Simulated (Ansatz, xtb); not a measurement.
**Relative energy of two isomers of C5H10O**

Structure I is `CC1(O)CCC1`, a singlet and structure II is `C[C@@H]1CC[C@H]1O`, a singlet. Both are isolated molecules in the gas phase, relaxed with PBE0-D3(BJ)/def2-SVP; the shapes shown needn't be the lowest conformers.

I (Å):

| atom | x (Å) | y (Å) | z (Å) |
| --- | --- | --- | --- |
| C | 0.9013 | 1.7686 | 0.4855 |
| C | 1.4675 | 0.7300 | -0.4599 |
| C | 2.7854 | 0.0972 | 0.0553 |
| C | 1.9565 | -1.0630 | 0.6357 |
| C | 0.8019 | -0.6607 | -0.2997 |
| O | 1.4728 | 1.3109 | -1.7311 |
| H | 1.5278 | 2.6727 | 0.4636 |
| H | 0.8603 | 1.3929 | 1.5180 |
| H | -0.1157 | 2.0446 | 0.1696 |
| H | 1.8292 | 0.6662 | -2.3508 |
| H | 3.4051 | -0.2356 | -0.7938 |
| H | 3.4146 | 0.6961 | 0.7319 |
| H | 2.3634 | -2.0787 | 0.5302 |
| H | 1.7060 | -0.9037 | 1.6951 |
| H | 0.8434 | -1.2145 | -1.2522 |
| H | -0.2313 | -0.6970 | 0.0794 |

II (Å):

```xyz
16

C     3.1962    1.2091   -0.4961
C     1.8774    0.7764    0.0999
C     1.7933   -0.4269    1.0623
C     0.4195   -0.7688    0.4564
C     0.8366    0.0512   -0.7779
O    -0.0959    0.7729   -1.5127
H     3.0411    1.9660   -1.2810
H     3.7195    0.3540   -0.9541
H     3.8656    1.6434    0.2632
H     1.3705    1.6395    0.5720
H     1.8501   -0.2292    2.1423
H     2.5482   -1.1884    0.8084
H    -0.3922   -0.2553    0.9991
H     0.1381   -1.8232    0.3199
H     1.3593   -0.5991   -1.5004
H    -0.5729    1.3457   -0.9022
```

Q: Estimate which is lower in electronic energy at CCSD(T)/def2-SVP + ΔMP2/def2-TZVPP, and by roughly how much.

A: The CCSD(T)/def2-SVP + ΔMP2/def2-TZVPP calculation puts structure I lower, by 8.8 kJ/mol.

Level by level:

| level | geometry | E(II) − E(I) (kJ/mol) | departure from the last row (kJ/mol) | job, with rough time for the two |
| --- | --- | --- | --- | --- |
| GFN2-xTB | GFN2-xTB | +2.5 | −6.3 | optimisation, 1.1 s |
| HF/STO-3G | GFN2-xTB | +3.5 | −5.3 | single point, 2.6 s |
| r2SCAN-D4/def2-SVP | GFN2-xTB | +10.1 | +1.3 | single point, 16 s |
| PBE0-D3(BJ)/def2-SVP | PBE0-D3(BJ)/def2-SVP | +4.8 | −4.0 | optimisation, 3 min |
| HF/def2-SVP | PBE0-D3(BJ)/def2-SVP | +3.7 | −5.1 | part of the CCSD(T) run |
| MP2/def2-SVP | PBE0-D3(BJ)/def2-SVP | +8.0 | −0.8 | part of the CCSD(T) run |
| CCSD(T)/def2-SVP | PBE0-D3(BJ)/def2-SVP | +7.6 | −1.2 | single point |
| CCSD(T)/def2-SVP + ΔMP2/def2-TZVPP | PBE0-D3(BJ)/def2-SVP | +8.8 |  | single point, 3.8 min |

As drawn, both hold the same kinds of bond in the same numbers.

None of the levels shown reverses the order. The largest departure from CCSD(T)/def2-SVP + ΔMP2/def2-TZVPP is that of GFN2-xTB, 6.3 kJ/mol. The last row adds to CCSD(T) the change of the MP2 difference between the two basis sets, here +1.2 kJ/mol.

With thermal terms from frequencies at re-optimised GFN2-xTB minima (ideal gas, soft modes damped towards free rotors, one conformer each, 298.15 K, 1 atm): on the last row, ΔE + ΔZPE = +10.0, ΔH = +10.0, ΔG = +9.4 kJ/mol.

The correlated steps freeze 6 core orbitals. Mirror images aren't counted in ΔG. Run with Ansatz 0.2.0, xtb 6.7.1; the last row on 2 threads of AMD EPYC (Zen 3) on a shared host.
